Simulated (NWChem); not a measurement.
## Correlation energy of ozone (O$_{3}$)

```
O
O 1 1.2340
O 1 1.2340 2 118.53
```
Charge 0, spin multiplicity 1.

Everything below was run with NWChem. Structure: optimised with PBE0/def2-SVP, a minimum by its harmonic frequencies.

Basis set: cc-pVDZ. Each correlation energy counts from its own Hartree-Fock reference.

```tsv
method	correlation energy (mHa)	remark	difference from CCSD(T)
RI-MP2	-617.7	-	+10.6
CR-CCSD[T]	-622.2	large amplitudes	+6.1
MP2	-617.6	-	+10.7
CCSD(T)	-628.3	-	0.0
CR-CCSD(T)	-620.3	large amplitudes	+8.0
CCSD	-598.6	-	+29.6
SCS-MP2	-593.3	-	+34.9
CCSD+T(CCSD)	-630.9	-	-2.6
```

The values span 37.6 mHa, from CCSD+T(CCSD) (lowest) to SCS-MP2 (highest). 

The correlated methods keep 3 core orbitals frozen. The species is likely to have several important configurations. Differences from the coupled-cluster row are differences between methods, not errors against experiment.
